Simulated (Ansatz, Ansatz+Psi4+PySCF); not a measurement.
```yaml
atoms:
  - { symbol: C, position_ang: [0.0000, 0.0000, 0.0000] }
  - { symbol: F, position_ang: [0.6988, 0.6988, 0.6988] }
  - { symbol: F, position_ang: [0.6988, -0.6988, -0.6988] }
  - { symbol: F, position_ang: [-0.6988, 0.6988, -0.6988] }
  - { symbol: F, position_ang: [-0.6988, -0.6988, 0.6988] }
```

Basis set: cc-pVTZ (spherical functions). Left uncorrelated: 5 orbitals. Charge 0, multiplicity 1.

Computed with Ansatz (development build ahead of 0.2.0); each method stands on the lowest determinant of its kind that the runs found. Restricted open shells among the atoms or ions are ROHF, correlated in semicanonical orbitals with singles.

(1) Give the atomization energy at this shape (free ground-state atoms in the same class of orbitals less the molecule, no zero-point energy) of singlet CF₄ by RHF-MP2, RHF.

Answers

(1)

```
 method  atomization energy
RHF-MP2       1885.1 kJ/mol
    RHF       1263.6 kJ/mol
```

Caution: no unrestricted run beside it, a lower state can exist; the shape is not the minimum.
